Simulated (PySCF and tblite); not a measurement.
The numbers below are computed, except where a source is named.
Rotation: stationary points, barriers and rates

System: C3H3FO2, numbered as in [O:1]=[CH:2]/[C:3]([F:4])=[CH:5]\[OH:6].

Motion: rotation about the C5–O6 bond (torsion C3–C5–O6–H from 0° to 180°, rising). Level: PBE0/pcSseg-1 + D3(BJ), IEF-PCM cyclohexane on B3LYP-D3(BJ)/def2-SVP stationary points, with GFN2-xTB thermal terms. Rate constants are transition-state-theory values, counting equivalent paths, without tunnelling. (PySCF 2.14 with density fitting, tblite 0.8.)

```csv
point,symmetry,E(GFN2) kcal/mol,E(DFT) kcal/mol,ZPE change kcal/mol,lowest mode cm⁻¹,dipole D
start,Cs,0.0,0.0,0.00,247,1.41
saddle,C1,15.9,15.0,-1.19,587i,2.63
end,Cs,10.7,10.1,-0.31,144,4.41
```

* Electronic barrier: 15.0 kcal/mol
* Barrier with zero-point energy: 13.8 kcal/mol
* ΔH‡ (298 K): 14.0 kcal/mol
* ΔS‡ (298 K, symmetry apart): 2.0 cal/(mol K)
* Paths: 2 equivalent paths
* End point: a different minimum
* Mean lifetime of the start against this motion at 298 K: 530 µs
* Cost: 72 s on 1 thread of Arm Neoverse V1 (shared host) (rough), peak memory 0.56 GiB, launched as `OMP_NUM_THREADS=1 python ens_run.py task.json out`

```json
{"T/K": "200", "ΔG‡ kcal/mol": "13.6", "k s⁻¹": "0.012", "ΔG kcal/mol": "9.5", "k back s⁻¹": "3×10⁸"}
{"T/K": "250", "ΔG‡ kcal/mol": "13.5", "k s⁻¹": "17", "ΔG kcal/mol": "9.4", "k back s⁻¹": "2.8×10⁹"}
{"T/K": "298", "ΔG‡ kcal/mol": "13.4", "k s⁻¹": "1870", "ΔG kcal/mol": "9.3", "k back s⁻¹": "1.2×10¹⁰"}
{"T/K": "350", "ΔG‡ kcal/mol": "13.3", "k s⁻¹": "7.1×10⁴", "ΔG kcal/mol": "9.1", "k back s⁻¹": "3.5×10¹⁰"}
{"T/K": "400", "ΔG‡ kcal/mol": "13.2", "k s⁻¹": "9.8×10⁵", "ΔG kcal/mol": "9.0", "k back s⁻¹": "7.8×10¹⁰"}
```

ΔG and ΔG‡ leave out symmetry numbers and mirror images; rates count paths: 2 out, 2 back.
